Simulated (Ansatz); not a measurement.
HSiBe, doublet in 6-31G: errors against full CI

Geometry: a point of a breathe scan, not a stationary point.

```xyz
3

Si    0.0000   -0.0057    0.5796
Be    0.0000   -0.1349   -1.7352
H     0.0000    1.3640   -0.6371
```

Basis 6-31G; Ansatz 0.2.0. Only valence electrons are correlated (noble-gas cores frozen), which leaves 7 electrons in 18 orbitals. Prefix R: restricted or restricted open-shell reference; prefix U: unrestricted. Active spaces: valence = (7e, 9o) chosen from the atoms' valence shells; pair = (3e, 3o) about the gap.

Full CI is exact within this basis and frozen core; it isn't the basis-set limit. The frozen core follows each run's orbitals, which can shift R against U totals by a few meV.

Unrestricted rows (U) aren't spin-pure: their determinants' ⟨S²⟩ exceeds S(S+1) by up to 0.77, so they mix in states of higher spin. HF rows: RHF is the determinant under the cluster runs, UHF is the lowest solution found. Coupled cluster chose its determinant by a search with trial CCSD, here up to 0.09 eV above the lowest Hartree–Fock solution of its kind, and MP2 stands on that determinant too.

The UHF ⟨S²⟩ is 1.525 and the T1 diagnostic (RCCSD) is 0.0558. The largest doubles amplitude (RCCSD) is 0.209 and the T1 diagnostic (UCCSD) is 0.1044.

```tsv
level	E − E(full CI) (meV)	share of correlation (%)	wall time
RHF	3079	0.00	–
UHF	2411	21.67	–
RMP2	1000	67.50	–
UMP2	1040	66.21	–
RCCSD	194	93.71	–
UCCSD	205	93.34	–
RCCSD(T)	52	98.32	1.4 s
UCCSD(T)	82	97.33	2.3 s
BCCD(T)	65	97.87	1.7 s
RCCSDT	13	99.56	–
UCCSDT	13	99.58	–
RCCSDT(Q)	2	99.94	3.8 s
UCCSDT(Q)	-4	100.12	5.5 s
RCCSDTQ	0	99.99	23 s
UCCSDTQ	0	99.99	28 s
CASSCF (pair space)	2230	27.55	–
NEVPT2 (pair space)	758	75.38	0.6 s
MRCISD (pair space)	249	91.92	–
MRCISD+Q (pair space)	56	98.18	0.91 s
CASSCF (valence space)	547	82.24	–
NEVPT2 (valence space)	156	94.94	2.4 s
MRCISD (valence space)	14	99.55	–
MRCISD+Q (valence space)	4	99.86	3.9 s
```

The correlation energy at full CI, counted from RHF, is -3.079 eV. That run took 21 s on 1 thread of AMD EPYC 7B13, shared host over 1,247,040 determinants.

Run but not shown, since their state, orbitals or frozen core can't be matched to the reference's or they repeat it: CISD, CISDTQ.

Times hold each run's SCF and search for its determinant on a shared host, so for small cases they say little of a method's own cost; they ran on 1 thread of AMD EPYC 7B13.

The full-CI state has the irrep A'' of Cs, in the program's axes.

Natural occupations of full CI about the gap: 1.964 1.917 1.766 0.977 0.187 0.063 0.048 0.035 0.020 0.006; effectively unpaired electrons, Σ n²(2−n)², 1.35.
